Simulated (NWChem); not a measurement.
System: LiF; SMILES [F][Li]

Results from NWChem. Pople sets run with spherical d functions. Each level has its own optimisation; frequencies are unscaled.

For level B3LYP/6-31G*:

| Item | Value |
|---|---|
| highest harmonic frequency (cm⁻¹) | 1026 |
| dipole (D) | 5.58 |

Q: What are these values for level PBE0-D3(BJ)/def2-TZVP?

A: highest harmonic frequency (cm⁻¹): 922
dipole (D): 6.18
